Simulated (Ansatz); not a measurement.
A short molecular-dynamics run on CH6BN.

```yaml
crystal:
  periodic: [false, false, false]
  atoms:
    - {symbol: B, position_ang: [0.225737, 1.036774, -0.458460]}
    - {symbol: C, position_ang: [0.278024, -0.460990, -0.102543]}
    - {symbol: N, position_ang: [-0.521655, -1.061204, 0.731481]}
    - {symbol: H, position_ang: [1.353707, 1.459663, -0.246749]}
    - {symbol: H, position_ang: [-0.657219, 1.614031, 0.146173]}
    - {symbol: H, position_ang: [0.105751, 1.059065, -1.676846]}
    - {symbol: H, position_ang: [1.012428, -1.136284, -0.547533]}
    - {symbol: H, position_ang: [-0.473629, -2.045579, 0.945653]}
    - {symbol: H, position_ang: [-1.234644, -0.511776, 1.191624]}
basis:
  gaussian: {orbitals: "6-31G*"}
magnetization: {spin_polarized: true, initial_magnetization: 0}
hamiltonian: {xc: {name: BLYP}}
md: {timestep: 0.5 fs, n_steps: 20, ensemble: nvt_langevin, temperature: 300, initial_velocities: maxwell_boltzmann, friction: 0.01, seed: 157}
```

```sh
$ ansatz run in.yaml --threads 2 --pin off --events-out ev --progress --plain --max-ram 4352MiB
```

```
step  time (fs)  potential energy (eV)  kinetic (eV)  T (K)  conserved (eV)
   0        0.0             -3298.1906        0.3102    267               –
   1        0.5             -3298.1722        0.2977    256               –
   2        1.0             -3298.1437        0.2765    238               –
   3        1.5             -3298.1116        0.2668    229               –
   4        2.0             -3298.0848        0.2423    208               –
   5        2.5             -3298.0718        0.2317    199               –
   6        3.0             -3298.0721        0.2272    195               –
   7        3.5             -3298.0801        0.2179    187               –
   8        4.0             -3298.0888        0.2302    198               –
   9        4.5             -3298.0926        0.2416    208               –
  10        5.0             -3298.0886        0.2352    202               –
  11        5.5             -3298.0789        0.2280    196               –
  12        6.0             -3298.0675        0.2418    208               –
  13        6.5             -3298.0552        0.2375    204               –
  14        7.0             -3298.0447        0.2262    194               –
  15        7.5             -3298.0388        0.2353    202               –
  16        8.0             -3298.0366        0.2327    200               –
  17        8.5             -3298.0390        0.2344    201               –
  18        9.0             -3298.0456        0.2396    206               –
  19        9.5             -3298.0539        0.2419    208               –
  20       10.0             -3298.0617        0.2667    229               –
```

Velocities are drawn at the set temperature; a run this short doesn't reach equilibrium.

Frames (Å, forces in eV/Å):

```xyz
9
time=0.0 fs
B     0.226    1.037   -0.458   -0.052    0.147    0.008
C     0.278   -0.461   -0.103    0.653    0.622   -0.712
N    -0.522   -1.061    0.731   -0.374   -0.425    0.431
H     1.354    1.460   -0.247    0.163    0.106    0.002
H    -0.657    1.614    0.146   -0.109    0.106    0.064
H     0.106    1.059   -1.677   -0.002    0.057   -0.188
H     1.012   -1.136   -0.548    0.211   -0.257   -0.112
H    -0.474   -2.046    0.946   -0.063   -0.630    0.216
H    -1.235   -0.512    1.192   -0.428    0.273    0.290
9
time=0.5 fs
B     0.226    1.037   -0.456    0.157   -0.019   -0.232
C     0.280   -0.462   -0.102    0.182    1.010   -0.527
N    -0.524   -1.060    0.729   -0.243   -0.467    0.354
H     1.358    1.448   -0.242    0.182    0.134   -0.023
H    -0.639    1.606    0.151   -0.350    0.283    0.208
H     0.101    1.059   -1.681    0.026    0.060   -0.038
H     1.002   -1.120   -0.554    0.569   -0.639   -0.283
H    -0.476   -2.043    0.943   -0.054   -0.730    0.226
H    -1.239   -0.518    1.191   -0.470    0.369    0.315
9
time=1.0 fs
B     0.227    1.037   -0.453    0.400   -0.178   -0.479
C     0.283   -0.462   -0.103   -0.270    1.332   -0.330
N    -0.527   -1.060    0.727   -0.104   -0.566    0.286
H     1.363    1.437   -0.238    0.174    0.149   -0.054
H    -0.620    1.600    0.157   -0.599    0.463    0.365
H     0.094    1.059   -1.686    0.057    0.063    0.110
H     0.994   -1.105   -0.562    0.879   -0.973   -0.436
H    -0.479   -2.042    0.941   -0.049   -0.734    0.215
H    -1.243   -0.525    1.190   -0.488    0.445    0.324
9
time=1.5 fs
B     0.227    1.038   -0.450    0.652   -0.318   -0.714
C     0.285   -0.462   -0.103   -0.663    1.555   -0.154
N    -0.530   -1.059    0.725    0.043   -0.732    0.229
H     1.369    1.427   -0.232    0.143    0.156   -0.090
H    -0.603    1.594    0.163   -0.832    0.633    0.518
H     0.088    1.060   -1.690    0.089    0.067    0.252
H     0.988   -1.093   -0.571    1.108   -1.228   -0.548
H    -0.481   -2.044    0.940   -0.052   -0.635    0.182
H    -1.249   -0.530    1.190   -0.488    0.501    0.325
9
time=2.0 fs
B     0.227    1.038   -0.447    0.849   -0.404   -0.907
C     0.287   -0.461   -0.103   -0.958    1.639   -0.028
N    -0.534   -1.059    0.723    0.146   -0.887    0.207
H     1.375    1.418   -0.226    0.113    0.164   -0.125
H    -0.588    1.592    0.170   -1.006    0.761    0.637
H     0.081    1.061   -1.694    0.121    0.070    0.382
H     0.984   -1.084   -0.581    1.226   -1.374   -0.596
H    -0.484   -2.047    0.938   -0.056   -0.483    0.139
H    -1.256   -0.535    1.189   -0.436    0.513    0.292
9
time=2.5 fs
B     0.228    1.039   -0.444    0.971   -0.432   -1.039
C     0.289   -0.459   -0.103   -1.101    1.562    0.010
N    -0.537   -1.058    0.720    0.186   -0.997    0.221
H     1.381    1.409   -0.221    0.085    0.174   -0.156
H    -0.576    1.592    0.179   -1.102    0.834    0.704
H     0.075    1.062   -1.697    0.150    0.073    0.493
H     0.984   -1.078   -0.591    1.191   -1.376   -0.545
H    -0.488   -2.052    0.935   -0.062   -0.308    0.092
H    -1.265   -0.538    1.188   -0.318    0.471    0.219
9
time=3.0 fs
B     0.229    1.039   -0.441    1.029   -0.409   -1.108
C     0.291   -0.457   -0.102   -1.092    1.352   -0.045
N    -0.541   -1.058    0.718    0.175   -1.093    0.268
H     1.388    1.399   -0.217    0.046    0.182   -0.183
H    -0.567    1.594    0.189   -1.118    0.852    0.710
H     0.070    1.063   -1.700    0.172    0.079    0.594
H     0.987   -1.075   -0.603    1.009   -1.250   -0.394
H    -0.493   -2.057    0.932   -0.069   -0.099    0.043
H    -1.275   -0.540    1.188   -0.152    0.386    0.116
9
time=3.5 fs
B     0.230    1.040   -0.439    1.013   -0.343   -1.110
C     0.292   -0.456   -0.102   -0.972    1.043   -0.167
N    -0.544   -1.059    0.716    0.152   -1.214    0.323
H     1.394    1.390   -0.213    0.010    0.197   -0.204
H    -0.561    1.597    0.201   -1.056    0.815    0.657
H     0.066    1.063   -1.701    0.189    0.088    0.675
H     0.995   -1.074   -0.616    0.715   -1.026   -0.167
H    -0.498   -2.064    0.929   -0.078    0.153   -0.011
H    -1.284   -0.540    1.189    0.025    0.288    0.004
9
time=4.0 fs
B     0.231    1.040   -0.437    0.921   -0.243   -1.034
C     0.293   -0.454   -0.102   -0.791    0.679   -0.331
N    -0.548   -1.059    0.715    0.128   -1.328    0.375
H     1.399    1.380   -0.209   -0.012    0.217   -0.220
H    -0.559    1.601    0.214   -0.924    0.727    0.547
H     0.063    1.063   -1.702    0.200    0.099    0.728
H     1.004   -1.077   -0.629    0.364   -0.748    0.103
H    -0.503   -2.071    0.926   -0.084    0.406   -0.063
H    -1.293   -0.540    1.190    0.198    0.190   -0.105
9
time=4.5 fs
B     0.232    1.041   -0.435    0.764   -0.100   -0.880
C     0.294   -0.452   -0.102   -0.595    0.300   -0.508
N    -0.551   -1.059    0.713    0.109   -1.416    0.416
H     1.404    1.372   -0.205   -0.034    0.237   -0.232
H    -0.560    1.607    0.229   -0.723    0.586    0.375
H     0.062    1.063   -1.701    0.205    0.115    0.760
H     1.013   -1.082   -0.642    0.008   -0.456    0.382
H    -0.509   -2.078    0.924   -0.087    0.632   -0.112
H    -1.301   -0.539    1.190    0.352    0.102   -0.200
9
time=5.0 fs
B     0.234    1.042   -0.433    0.584    0.059   -0.671
C     0.294   -0.451   -0.102   -0.405   -0.058   -0.668
N    -0.555   -1.060    0.711    0.119   -1.480    0.429
H     1.410    1.364   -0.201   -0.063    0.253   -0.244
H    -0.563    1.613    0.246   -0.488    0.418    0.168
H     0.062    1.061   -1.699    0.203    0.138    0.761
H     1.022   -1.088   -0.655   -0.319   -0.178    0.639
H    -0.513   -2.084    0.922   -0.091    0.807   -0.151
H    -1.308   -0.538    1.189    0.459    0.041   -0.263
9
time=5.5 fs
B     0.236    1.043   -0.431    0.404    0.212   -0.438
C     0.295   -0.449   -0.102   -0.253   -0.374   -0.785
N    -0.558   -1.061    0.709    0.166   -1.467    0.393
H     1.415    1.358   -0.197   -0.088    0.267   -0.253
H    -0.567    1.620    0.263   -0.256    0.248   -0.040
H     0.061    1.060   -1.694    0.198    0.162    0.734
H     1.031   -1.095   -0.664   -0.590    0.059    0.848
H    -0.517   -2.087    0.920   -0.096    0.892   -0.168
H    -1.313   -0.537    1.186    0.515    0.001   -0.291
9
time=6.0 fs
B     0.239    1.044   -0.430    0.232    0.359   -0.190
C     0.295   -0.448   -0.102   -0.160   -0.654   -0.845
N    -0.562   -1.062    0.707    0.252   -1.347    0.300
H     1.420    1.353   -0.194   -0.113    0.279   -0.260
H    -0.571    1.628    0.282   -0.032    0.082   -0.243
H     0.061    1.060   -1.688    0.190    0.184    0.683
H     1.038   -1.102   -0.670   -0.794    0.248    1.002
H    -0.522   -2.088    0.916   -0.098    0.869   -0.161
H    -1.317   -0.535    1.181    0.523   -0.021   -0.285
9
time=6.5 fs
B     0.242    1.045   -0.427    0.078    0.494    0.053
C     0.296   -0.446   -0.102   -0.111   -0.902   -0.858
N    -0.566   -1.064    0.705    0.365   -1.152    0.167
H     1.426    1.349   -0.192   -0.142    0.288   -0.266
H    -0.575    1.635    0.300    0.174   -0.071   -0.433
H     0.060    1.060   -1.681    0.182    0.205    0.621
H     1.043   -1.109   -0.674   -0.939    0.397    1.105
H    -0.527   -2.087    0.912   -0.095    0.760   -0.139
H    -1.319   -0.533    1.176    0.487   -0.019   -0.251
9
time=7.0 fs
B     0.244    1.046   -0.425   -0.057    0.603    0.264
C     0.295   -0.445   -0.102   -0.095   -1.104   -0.831
N    -0.569   -1.066    0.703    0.493   -0.910    0.013
H     1.430    1.344   -0.189   -0.158    0.298   -0.270
H    -0.579    1.643    0.316    0.343   -0.203   -0.590
H     0.059    1.061   -1.673    0.176    0.222    0.556
H     1.046   -1.114   -0.674   -1.027    0.502    1.157
H    -0.532   -2.084    0.908   -0.090    0.593   -0.105
H    -1.319   -0.531    1.168    0.414   -0.002   -0.193
9
time=7.5 fs
B     0.248    1.048   -0.422   -0.174    0.688    0.450
C     0.296   -0.444   -0.103   -0.127   -1.256   -0.755
N    -0.573   -1.068    0.701    0.633   -0.594   -0.168
H     1.435    1.340   -0.187   -0.160    0.311   -0.275
H    -0.580    1.651    0.331    0.479   -0.316   -0.717
H     0.057    1.063   -1.665    0.173    0.238    0.483
H     1.048   -1.118   -0.671   -1.052    0.555    1.152
H    -0.538   -2.080    0.904   -0.081    0.345   -0.056
H    -1.319   -0.528    1.160    0.309    0.029   -0.114
9
time=8.0 fs
B     0.251    1.049   -0.419   -0.277    0.753    0.618
C     0.296   -0.442   -0.103   -0.208   -1.380   -0.624
N    -0.576   -1.070    0.699    0.791   -0.232   -0.377
H     1.439    1.336   -0.184   -0.148    0.325   -0.277
H    -0.580    1.659    0.344    0.585   -0.411   -0.817
H     0.054    1.066   -1.656    0.170    0.252    0.397
H     1.047   -1.121   -0.665   -1.021    0.568    1.097
H    -0.545   -2.075    0.899   -0.062    0.038    0.000
H    -1.317   -0.526    1.151    0.168    0.087   -0.016
9
time=8.5 fs
B     0.254    1.050   -0.416   -0.353    0.793    0.788
C     0.296   -0.442   -0.104   -0.342   -1.456   -0.439
N    -0.579   -1.073    0.697    0.959    0.117   -0.590
H     1.442    1.332   -0.183   -0.123    0.339   -0.275
H    -0.579    1.666    0.355    0.658   -0.482   -0.888
H     0.053    1.068   -1.646    0.158    0.266    0.273
H     1.044   -1.123   -0.655   -0.931    0.531    0.990
H    -0.554   -2.070    0.894   -0.044   -0.264    0.056
H    -1.314   -0.524    1.143    0.016    0.156    0.085
9
time=9.0 fs
B     0.257    1.051   -0.413   -0.391    0.800    0.962
C     0.296   -0.441   -0.105   -0.528   -1.448   -0.217
N    -0.582   -1.076    0.696    1.130    0.419   -0.788
H     1.445    1.328   -0.183   -0.102    0.349   -0.271
H    -0.576    1.671    0.364    0.700   -0.528   -0.930
H     0.053    1.071   -1.634    0.140    0.280    0.117
H     1.038   -1.123   -0.641   -0.768    0.429    0.829
H    -0.561   -2.067    0.889   -0.036   -0.525    0.108
H    -1.312   -0.522    1.135   -0.144    0.225    0.189
9
time=9.5 fs
B     0.260    1.052   -0.411   -0.400    0.774    1.132
C     0.296   -0.442   -0.106   -0.753   -1.363    0.028
N    -0.585   -1.078    0.694    1.290    0.656   -0.961
H     1.448    1.327   -0.183   -0.084    0.354   -0.267
H    -0.571    1.675    0.371    0.713   -0.552   -0.944
H     0.051    1.074   -1.621    0.118    0.292   -0.057
H     1.030   -1.123   -0.627   -0.540    0.273    0.625
H    -0.567   -2.066    0.884   -0.037   -0.722    0.151
H    -1.308   -0.520    1.127   -0.306    0.288    0.294
9
time=10.0 fs
B     0.263    1.054   -0.408   -0.387    0.721    1.287
C     0.295   -0.442   -0.107   -1.021   -1.207    0.288
N    -0.588   -1.080    0.692    1.399    0.851   -1.083
H     1.451    1.326   -0.184   -0.061    0.357   -0.263
H    -0.565    1.678    0.375    0.699   -0.556   -0.932
H     0.048    1.079   -1.608    0.095    0.301   -0.237
H     1.020   -1.122   -0.611   -0.250    0.064    0.383
H    -0.574   -2.066    0.879   -0.045   -0.845    0.181
H    -1.305   -0.515    1.119   -0.429    0.314    0.376
```

Run time 41 s (2 threads of an Arm Neoverse N1 on a shared host); peak host memory 0.12 GiB.
